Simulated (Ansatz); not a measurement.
Molecule: molecular chlorine, Cl₂, net charge 0, singlet state. 
Geometry from a B3LYP-D3(BJ)/def2-TZVP (Ansatz, a program for electronic structure) optimisation:
```xyz
2

Cl     0.0000     0.0000    -1.0068
Cl     0.0000     0.0000     1.0068
```

Parts of the frozen-core correlation energy in cc-pV(D+d)Z (Ansatz, hartree). Frozen orbitals: 10; correlated occupied orbitals by spin: 7 and 7; virtual: 29 and 29. Spin-orbit coupling is left out. No relativistic terms.

```json
[
 {"term": "reference (HF)", "value": "-918.96450"},
 {"term": "MP2 opposite-spin", "value": "-0.20430"},
 {"term": "MP2 same-spin", "value": "-0.07251"},
 {"term": "CCSD correlation", "value": "-0.30543"},
 {"term": "(T)", "value": "-0.00736"},
 {"term": "CCSDT minus CCSD(T)", "value": "-0.00057"},
 {"term": "T1 diagnostic", "value": "0.007"},
 {"term": "largest doubles amplitude", "value": "0.109"}
]
```
